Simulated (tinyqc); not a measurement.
Inside a calculation. Method: geometry optimisation on the RHF/sto-3g surface (energies and gradients from PySCF), for H2O, spin multiplicity 1. Computed by tinyqc, a small Python program that keeps every step (integrals from PySCF). Settings: charge = 0, multiplicity = 1, basis = sto-3g, optimiser = bfgs, first Hessian = 0.6, largest step = 0.3, iteration cap = 30. Command: `OMP_NUM_THREADS=1 python tinyqc.py 26627 26628 out.jsonl` (the two numbers bound the seeds that draw the settings). One thread of a shared host (Intel(R) Xeon(R) Processor @ 2.60GHz), about 0.6 s of CPU time with the checks.

## Step 1: energy and gradient

positions at the start (bohr):
```
,x,y,z
1O,-0.08315,-0.00378,0.00756
2H,0.03779,1.21698,1.00344
3H,-0.05102,-1.15084,1.07336
```

Self-consistent energy and analytic gradient at these positions.

energy = -74.8891333 hartree

gradient (hartree/bohr):
```
,x,y,z
1O,0.0253850,-0.0063605,0.3520338
2H,-0.0212379,-0.2406490,-0.1605692
3H,-0.0041471,0.2470095,-0.1914646
```

## Step 1: move

Quasi-Newton step p = -H^(-1) g (first H = 0.6 times the unit matrix); steps longer than 0.3 bohr are cut back (factor 0.325 here).

positions after step 1 (bohr):
```
,x,y,z
1O,-0.09690,-0.00033,-0.18322
2H,0.04930,1.34740,1.09046
3H,-0.04878,-1.28471,1.17712
```

## Step 2: energy and gradient

As before.

energy = -74.9608880 hartree

gradient (hartree/bohr):
```
,x,y,z
1O,-0.0019155,0.0048573,-0.0289479
2H,-0.0003235,-0.0313832,0.0126484
3H,0.0022391,0.0265259,0.0162995
```

## Step 2: move

inverse Hessian in use (bohr^2/hartree):
```
,1,2,3,4,5,6,7,8,9
1,1.66383,0.00131,-0.03961,0.00211,0.02004,0.01799,0.00073,-0.02136,0.02162
2,0.00131,1.66619,0.01827,-0.00103,-0.01073,-0.00831,-0.00028,0.01121,-0.00996
3,-0.03961,0.01827,1.11279,0.02947,0.28108,0.25158,0.01014,-0.29935,0.30230
4,0.00211,-0.00103,0.02947,1.66513,-0.01426,-0.01338,-0.00057,0.01529,-0.01609
5,0.02004,-0.01073,0.28108,-0.01426,1.54121,-0.12748,-0.00578,0.13618,-0.15360
6,0.01799,-0.00831,0.25158,-0.01338,-0.12748,1.55240,-0.00461,0.13580,-0.13731
7,0.00073,-0.00028,0.01014,-0.00057,-0.00578,-0.00461,1.66650,0.00607,-0.00553
8,-0.02136,0.01121,-0.29935,0.01529,0.13618,0.13580,0.00607,1.51928,0.16355
9,0.02162,-0.00996,0.30230,-0.01609,-0.15360,-0.13731,-0.00553,0.16355,1.50167
```

Quasi-Newton step p = -H^(-1) g (the inverse Hessian comes from BFGS updates; coordinates in the order x, y, z of each atom); steps longer than 0.3 bohr are cut back.

positions after step 2 (bohr):
```
,x,y,z
1O,-0.09426,-0.00826,-0.14253
2H,0.05028,1.40451,1.07283
3H,-0.05240,-1.33388,1.15407
```

## Convergence

Stop when the largest gradient component is below 3e-5 hartree/bohr. The inverse Hessian follows the BFGS update with s = step, y = change of gradient.

Course of the optimisation:
```
step,E (hartree),largest gradient (hartree/bohr)
1,-74.8891333,3.52e-01
2,-74.9608880,3.14e-02
3,-74.9645085,2.06e-02
4,-74.9654981,2.48e-02
5,-74.9658225,9.53e-03
6,-74.9659007,5.16e-04
7,-74.9659012,1.49e-04
8,-74.9659012,5.24e-05
9,-74.9659012,2.49e-07
```

Final distances (angstrom):
```
pair,distance
2H-1O,0.98941
3H-1O,0.98941
3H-2H,1.51616
```

Converged in 9 steps.
